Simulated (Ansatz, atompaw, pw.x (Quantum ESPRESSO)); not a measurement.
# From atom to crystal: PAW (atompaw) potential for K

atompaw 4.2.0.5 input, output lines left out:

```
K 19
GGA-PBESOL scalarrelativistic loggrid 1500 logderivrange -5 5 251
4 4 0 0 0 0
4 0 0.75
4 1 0.25
0 0 0
c
c
v
v
c
v
v
2
2.60 1.90 1.90 2.55
n
n
y
-0.1
y
0.3
n
custom rrkj vanderbiltortho gaussian
bessel
1.90
1.74
2.05
2.60
2.00
2.60
```

Crystal test: bcc K in pw.x 7.5, no spin, 9³ k-points, Fermi–Dirac smearing 0.01 Ry, cutoffs 40/400 Ry. The lattice is a test structure that the element need not adopt, and mesh and smearing are coarse.

pw.x input:

```
&control
  calculation='scf', prefix='x', pseudo_dir='./', outdir='./tmp', tstress=.true., disk_io='none'
/
&system
  ibrav=0, nat=1, ntyp=1, ecutwfc=40, ecutrho=400, nbnd=12,
  occupations='smearing', smearing='fd', degauss=0.01
/
&electrons
  conv_thr=1e-09, mixing_beta=0.4, electron_maxstep=70
/
ATOMIC_SPECIES
K 1.0 K.UPF
CELL_PARAMETERS angstrom
  -2.61451448 2.61451448 2.61451448
  2.61451448 -2.61451448 2.61451448
  2.61451448 2.61451448 -2.61451448
ATOMIC_POSITIONS crystal
K 0.0000 0.0000 0.0000
K_POINTS automatic
9 9 9 0 0 0
```

```bash
pw.x < K.scf.in > K.scf.out
```

Q: How does the run end?

A: It converges; the pressure is -0.01 GPa against -0.01 GPa from all-electron LAPW.  The log shows:

```
     unit-cell volume          =     482.4249 (a.u.)^3
     number of electrons       =         9.00
     number of Kohn-Sham states=           12
     kinetic-energy cutoff     =      40.0000  Ry
     charge density cutoff     =     400.0000  Ry
     scf convergence threshold =      1.0E-09
     Exchange-correlation= SLA PW PSX PSC
     number of k points=    35  Fermi-Dirac smearing, width (Ry)=  0.0100
     iteration #  1     ecut=    40.00 Ry     beta= 0.40
     total energy              =    -111.37847016 Ry
     estimated scf accuracy    <       0.00564487 Ry
     iteration #  2     ecut=    40.00 Ry     beta= 0.40
     total energy              =    -111.37766536 Ry
     estimated scf accuracy    <       0.00152536 Ry
     iteration #  3     ecut=    40.00 Ry     beta= 0.40
     total energy              =    -111.37798598 Ry
     estimated scf accuracy    <       0.00026450 Ry
     iteration #  4     ecut=    40.00 Ry     beta= 0.40
     total energy              =    -111.37810974 Ry
     estimated scf accuracy    <       0.00050706 Ry
     [... 19 iterations left out ...]
     iteration # 24     ecut=    40.00 Ry     beta= 0.40
     total energy              =    -111.37814159 Ry
     estimated scf accuracy    <       0.00000014 Ry
     iteration # 25     ecut=    40.00 Ry     beta= 0.40
     total energy              =    -111.37814162 Ry
     estimated scf accuracy    <       0.00000014 Ry
     iteration # 26     ecut=    40.00 Ry     beta= 0.40
     total energy              =    -111.37814162 Ry
     estimated scf accuracy    <          8.3E-09 Ry
     iteration # 27     ecut=    40.00 Ry     beta= 0.40
     the Fermi energy is     1.8316 ev
!    total energy              =    -111.37814162 Ry
     estimated scf accuracy    <          2.0E-10 Ry
     smearing contrib. (-TS)   =      -0.00329715 Ry
     convergence has been achieved in  27 iterations
          total   stress  (Ry/bohr**3)                   (kbar)     P=       -0.15
     Message from routine punch:
     Nothing written, as per user request (disk_io='none')
```
